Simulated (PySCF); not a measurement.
**Relaxation of doublet Na3**

These are results of UPBE0 in PySCF with Na def2-TZVP; no relativity; density-fitted integrals, not measurements. A (50,194) grid was used.

A start at or just off a symmetric point, pushed along the force that breaks its symmetry, of C2v symmetry, free to break it:

```xyz
3
charge 0 multiplicity 2, angstrom
Na    0.9937   -1.7212    0.0000
Na   -1.9604    0.0156    0.0000
Na    0.9667    1.7056    0.0000
```

Optimiser trace:
```
step  E − E(last) (kJ/mol)  largest gradient (Eh/bohr)
   0                  6.43                     0.00417
   1                  5.56                     0.00390
   2                  0.39                     0.00115
   3                  0.31                     0.00113
   4                  0.27                     0.00109
   5                  0.01                     0.00029
   6                  0.00                     0.00005
```

It ends at C2v with Na–Na 3.106 Å, Na–Na 3.698 Å (×2); Na–Na–Na 49.7°, Na–Na–Na 65.2° (×2) (after a last refinement on a finer grid). A frequency run shows 1 imaginary mode, down to 76i cm⁻¹, so it is a saddle point. Other isomers or separated fragments may lie lower.

Final geometry:
Z-matrix (Å, degrees; charge 0 multiplicity 2):
```
Na
Na 1 3.6983
Na 2 3.1056 1 65.17
```
